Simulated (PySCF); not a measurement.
Spin–spin coupling constants

Bonds (- single, = double, # triple, : aromatic): C1#N2 1.162 Å, N2-C3 1.400 Å, C3-C4 1.532 Å, C4-C5 1.524 Å. C3 carries H6, H7; C4 carries H8, H9; C5 carries H10, H11, H12. Formal charges: C1 -1, N2 +1.

Method: B3LYP/pcJ-1 (spin–dipole term only in couplings to heteroatoms)//GFN2-xTB, PySCF 2.14; isolated molecule, single conformer, non-relativistic. Couplings are averaged over pairs made equivalent by symmetry, fast rotation or ring inversion, so a value needn't be that of the named pair in this geometry, while other rotamers aren't included; one pair stands for each set, and the list holds those of at least 0.8 Hz over up to four bonds.

Isotopes: 13C, 1H, 15N.

```tsv
pair	bonds	J (Hz)
C1, N2	1	-11.9
N2, C3	1	-14.8
C3, C4	1	35.0
C3, H6	1	?
C4, C5	1	34.5
C4, H8	1	135.8
C5, H10	1	133.0
C1, C3	2	-8.4
N2, H6	2	?
C3, C5	2	?
C3, H8	2	?
C4, H6	2	?
C4, H10	2	?
C5, H8	2	-3.3
H6, H7	2	?
H8, H9	2	-13.8
H10, H11	2	-13.7
C1, C4	3	0.9
C1, H6	3	2.7
N2, H8	3	-4.1
C3, H10	3	6.4
C5, H6	3	6.3
H6, H8	3	2.6
H6, H9	3	?
H8, H10	3	7.7
```

Estimate the withheld couplings, with signs.

## Answers


- 1J(C3,H6) = 146.7 Hz (bond length 1.096 Å, sp3 carbon)
- 2J(N2,H6) = 2.3 Hz (angle at C3 108°)
- 2J(C3,C5) = -1.3 Hz (angle at C4 112°)
- 2J(C3,H8) = -2.3 Hz (mean over equivalent pairs that range from -4.8 to 0.2 Hz in this conformer)
- 2J(C4,H6) = -3.4 Hz (angle at C3 110°)
- 2J(C4,H10) = -3.7 Hz (mean over equivalent pairs that range from -4.5 to -2.6 Hz in this conformer)
- 2J(H6,H7) = -15.3 Hz (angle at C3 109°)
- 3J(H6,H9) = 8.9 Hz (mean over equivalent pairs that range from 4.2 to 13.6 Hz in this conformer)
